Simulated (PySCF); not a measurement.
# BN (triplet) at other levels of theory

What do other methods print for BN (triplet)?

Program: PySCF 2.14.0. Level of theory: method and basis as typed in the scripts. These are calculated values, not measurements.

1 further run of the same task is left out (it didn't finish).

## (1) The starting structure

BN (triplet): 2 atoms, charge 0, spin multiplicity 3.

Bond lengths: B1–N2 1.323 Å.

## (2) The run that the others are compared with

Contents of input.py:

```python
from pyscf import gto, dft

mol = gto.M(
    atom='B 0 0 0; N 0 0 1.323',
    basis='aug-cc-pvdz',
    charge=0,
    spin=2,
    verbose=4,
)
mf = dft.ROKS(mol, xc='camb3lyp')
mf.kernel()
mf.analyze()
print('orbital energies (hartree):', mf.mo_energy[..., max(0, mol.nelec[1]-3):mol.nelec[0]+3].round(4))
```

Started as:

```
$ OMP_NUM_THREADS=1 python input.py
```

## (3) Pbe0

Edit 1 changes functional: camb3lyp → pbe0.

Edit input.py of step 2 so:

```diff
@@ -9,3 +9,3 @@
 )
-mf = dft.ROKS(mol, xc='camb3lyp')
+mf = dft.ROKS(mol, xc='pbe0')
 mf.kernel()
```

## (4) CASCI (ROHF)

Edit 2 changes step after the SCF: analyze → casci; SCF type: ROKS → ROHF; functional: camb3lyp → none (Hartree–Fock); active space: none → 8 electrons in 6 orbitals.

Contents of input.py:

```python
from pyscf import gto, scf, mcscf

mol = gto.M(
    atom='B 0 0 0; N 0 0 1.323',
    basis='aug-cc-pvdz',
    charge=0,
    spin=2,
    verbose=4,
)
mf = scf.ROHF(mol)
mf.kernel()
mc = mcscf.CASCI(mf, 6, 8)
mc.kernel()
mc.analyze()
mf.dip_moment()
print('orbital energies (hartree):', mf.mo_energy[..., max(0, mol.nelec[1]-3):mol.nelec[0]+3].round(4))
```

## (5) NEVPT2 (ROHF)

Edit 3 changes step after the SCF: analyze → nevpt2; SCF type: ROKS → ROHF; functional: camb3lyp → none (Hartree–Fock); active space: none → 6 electrons in 5 orbitals.

Contents of input.py:

```python
from pyscf import gto, scf, mcscf, mrpt

mol = gto.M(
    atom='B 0 0 0; N 0 0 1.323',
    basis='aug-cc-pvdz',
    charge=0,
    spin=2,
    verbose=4,
)
mf = scf.ROHF(mol)
mf.kernel()
mc = mcscf.CASSCF(mf, 5, 6)
mc.kernel()
mc.analyze()
mrpt.NEVPT(mc).kernel()
mf.dip_moment()
print('orbital energies (hartree):', mf.mo_energy[..., max(0, mol.nelec[1]-3):mol.nelec[0]+3].round(4))
```

## (6) Wb97x-v

Edit 4 changes functional: camb3lyp → wb97x-v.

Edit input.py of step 2 so:

```diff
@@ -9,3 +9,3 @@
 )
-mf = dft.ROKS(mol, xc='camb3lyp')
+mf = dft.ROKS(mol, xc='wb97x-v')
 mf.kernel()
```

What does the calculation give? Wanted: for each run, E(SCF); from base; SCF dipole; after the SCF.

As calculated:

```
          run  E(SCF) (hartree)  from base (eV)  cycles  SCF dipole (D)                                                                 after the SCF
         base        -79.378565               0       9            2.27                                                                           n/a
         pbe0        -79.321331  not comparable       9            2.17                                                                           n/a
 CASCI (ROHF)        -78.997600  not comparable      12            2.88                                                   CASCI correlation -0.009 eV
NEVPT2 (ROHF)        -78.997600  not comparable      12            2.88  NEVPT2 correlation -5.351 eV (from the SCF energy, the CASSCF gain included)
      wb97x-v        -79.391938  not comparable      10            2.21                                                                           n/a
```

A lower total energy from another functional means nothing by itself. The dearest run is “wb97x-v”, at 29 s against 2.1 s.
